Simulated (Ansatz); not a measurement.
Results of PBEsol in Ansatz (plane waves, PAW) for bcc Cs.

Input:

Ansatz 0.2 input:
```yaml
crystal:
  lattice:
    - [-3.0649666018, 3.0649666018, 3.0649666018]
    - [3.0649666018, -3.0649666018, 3.0649666018]
    - [3.0649666018, 3.0649666018, -3.0649666018]
  atoms:
    - { symbol: Cs, position: [0.0, 0.0, 0.0] }
basis:
  ecutwfc: 520
  ecutrho_ratio: 4
  xc_grid: 2
kpoints:
  mp_grid: { grid: [14, 14, 14] }
hamiltonian:
  xc: pbesol
  dispersion: none
  pseudopotentials: { kind: paw }
scf:
  occupations: { method: fermi_dirac, width: 0.05 }
  convergence: { dr2_threshold: 0.000000001 }
output:
  forces: false
  stress: true
  eigenvalues: true
```

Question: How many irreducible k-points, plane waves at Γ does the program set up, and what pressure does the run end with?

Answer: 104 irreducible k-points, 3055 plane waves at Γ; P = -0.11 GPa, so the cell is stretched on average and its volume would shrink at this level.

Output (set-up and result lines):

```
WARN output.stress: scf.convergence.dr2_threshold = 1e-9 eV is looser than the 1e-10 eV advised for a printed stress (1e-10 eV for each atom of the cell: 1)
Crystal: 1 atoms, lattice volume = 115.169 Å³
Basis set: ecut = 520 eV, 3055 PW (Γ), exchange–correlation on 80×80×80 points (8 copies of the dense FFT grid, shifted against one another)
Bands: 9, of which v1, the nominal top of the filled ones, is band 5 counted from 1 (4 counted from 0)
Symmetry: 48 space group operations
Space group: Im-3m (ITA 229), of the structure as read, at distance tolerance 4.9e-5 Å
k-points: 104 of 2744
Functional: x = pbesol(κ = 0.804, μ = 0.12345679012345678), c = pbesol(β = 0.046)
SCF iter   1: F=—  HF=-5585.796418 eV  |F-HF|=—  |Δ(HF+E_count)|=         —  Δρ=4.77e-4  dr2=2.53e-4
SCF iter   2: F=—  HF=-5585.796796 eV  |F-HF|=—  |Δ(HF+E_count)|=   3.78e-4  Δρ=2.89e-4  dr2=1.10e-4
  ...
SCF iter   6: F=—  HF=-5585.796853 eV  |F-HF|=—  |Δ(HF+E_count)|=   9.76e-8  Δρ=1.38e-6  dr2=1.50e-9
SCF iter   7: F=-5585.796853 eV  HF=-5585.796853 eV  |F-HF|=8.19e-12  |Δ(HF+E_count)|=   2.32e-9  Δρ=2.89e-7  dr2=8.41e-11
SCF 1 converged in 7 iterations: F = -5585.796853 eV  dr2 = 8.41e-11
SCF converged after 7 iterations
Free energy (F): -5585.796853 eV
Internal energy: -5585.785423 eV  (E = F + TS)
E sigma→0 (E₀):  -5585.791138 eV
Fermi energy:    2.138972 eV
--- Stress (GPa, compression-positive) ---
       -0.108980      -0.000000      -0.000000
        0.000000      -0.108980      -0.000000
        0.000000       0.000000      -0.108980
  P = ⅓ Tr σ = -0.1090 GPa (-1.090 kbar)
```

The cell is one volume of an energy–volume scan, off the minimum.

The PAW data were made under PBE.

It cost very roughly 7 core-seconds of CPU time.

Ansatz is an electronic-structure program.
